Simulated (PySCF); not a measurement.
The vertical singlet excitations below were computed for one of the candidates. Method: PySCF 2.14.0, density-fitted response routines, TDDFT CAM-B3LYP/aug-cc-pVTZ, vertical, gas phase, core orbitals frozen in the response. Geometries: PBE0-D3(BJ)/def2-TZVP, one conformer each.

```json
{"state": "S1", "E (eV)": "7.86", "f": "0.0000", "main configurations (H = HOMO, L = LUMO)": "H→L (80%)"}
{"state": "S2", "E (eV)": "8.15", "f": "0.0001", "main configurations (H = HOMO, L = LUMO)": "H-1→L (74%), H→L+2 (11%)"}
{"state": "S3", "E (eV)": "8.36", "f": "0.0028", "main configurations (H = HOMO, L = LUMO)": "H→L+1 (80%)"}
{"state": "S4", "E (eV)": "8.45", "f": "0.0001", "main configurations (H = HOMO, L = LUMO)": "H-2→L (78%)"}
{"state": "S5", "E (eV)": "8.51", "f": "0.0033", "main configurations (H = HOMO, L = LUMO)": "H-3→L (76%)"}
{"state": "S6", "E (eV)": "8.60", "f": "0.023", "main configurations (H = HOMO, L = LUMO)": "H→L+3 (36%), H-5→L (25%)"}
{"state": "S7", "E (eV)": "8.61", "f": "0.051", "main configurations (H = HOMO, L = LUMO)": "H-4→L (70%)"}
{"state": "S8", "E (eV)": "8.62", "f": "0.040", "main configurations (H = HOMO, L = LUMO)": "H-5→L (28%), H→L+2 (21%), H-1→L+1 (19%)"}
{"state": "S9", "E (eV)": "8.64", "f": "0.017", "main configurations (H = HOMO, L = LUMO)": "H-5→L (22%), H→L+3 (22%), H→L+2 (17%)"}
{"state": "S10", "E (eV)": "8.68", "f": "0.091", "main configurations (H = HOMO, L = LUMO)": "H-1→L+1 (60%), H→L+2 (11%)"}
```

Question: Which candidate is it? All have the formula C5H10.
A. `C/C=C\CC`
B. `CC=C(C)C`
C. `C1CCCC1`
D. `C=C(C)CC`

Answer: C. Its S1, at 7.86 eV, is the highest among the candidates; the nearest of the others has S1 at 6.25 eV. S1 is HOMO→LUMO (80%). Löwdin shares by element: HOMO carbon 54% or more, hydrogen 8% or more (atoms not listed hold the other 39%); LUMO hydrogen 39% or more (atoms not listed hold the other 61%). At the same level the other candidates give, for their lowest levels:
- `C=C(C)CC`: 6.25 eV (f 0.027); 6.67 eV (f 0.205); 6.89 eV (f 0.009); 6.97 eV (f 0.007); 7.36 eV (f 0.133); T1 4.37 eV; HOMO -8.37, LUMO 0.26 eV
- `CC=C(C)C`: 5.77 eV (f 0.000); 6.43 eV (f 0.002); 6.44 eV (f 0.004); 6.49 eV (f 0.110); 7.03 eV (f 0.270); T1 4.34 eV; HOMO -7.91, LUMO 0.27 eV
- `C/C=C\CC`: 6.09 eV (f 0.013); 6.58 eV (f 0.018); 6.78 eV (f 0.065); 6.84 eV (f 0.047); 7.23 eV (f 0.293); T1 4.42 eV; HOMO -8.24, LUMO 0.28 eV

Orbitals of the list HOMO-3 to LUMO+2 that lie within 0.01 eV of each other are written together with a slash and their weights summed (≥ marks a lower bound); for degenerate orbitals outside that list single weights are arbitrary.
Triplets come from the Tamm–Dancoff approximation.

Without π bonds the low states are Rydberg-like; a valence basis with one diffuse set may place them up to an eV too high.
